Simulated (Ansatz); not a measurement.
Start from `FC1(Cl)COC1` and change one atom or group to get `OC1(F)COC1`.

Ansatz, PBE0-D4/def2-TZVP geometries, multiplicity 1. Each molecule was computed in one conformer, which needn't be the lowest.

```csv
property,`FC1(Cl)COC1`
LUMO energy (PBE0/def2-TZVPP) / eV,0.43
HOMO energy (ωB97M-V/def2-TZVPP) / eV,-10.41
HOMO–LUMO gap (B3LYP/def2-TZVPP) / eV,7.90
HOMO energy (B3LYP/def2-TZVPP) / eV,-7.77
HOMO energy (PBE/def2-TZVPP) / eV,-6.36
LUMO energy (PBE/def2-TZVPP) / eV,-0.69
```

(1) What does the change do to each property? (Estimate.)

Results:

(1) The calculation gave: 
```
                             property  `OC1(F)COC1`  shift
   LUMO energy (PBE0/def2-TZVPP) / eV          0.72   0.29
HOMO energy (ωB97M-V/def2-TZVPP) / eV        -10.30   0.11
HOMO–LUMO gap (B3LYP/def2-TZVPP) / eV          7.97   0.07
  HOMO energy (B3LYP/def2-TZVPP) / eV         -7.64   0.13
    HOMO energy (PBE/def2-TZVPP) / eV         -6.22   0.14
    LUMO energy (PBE/def2-TZVPP) / eV         -0.16   0.53
```

With PBE0 the HOMO rises by 0.13 eV and the LUMO rises by 0.29 eV, so the gap widens by about 0.16 eV. PBE moves the HOMO by 0.14 eV and ωB97M-V by 0.11 eV.

B3LYP here is the variant with VWN-RPA as its local correlation; programs differ in this.
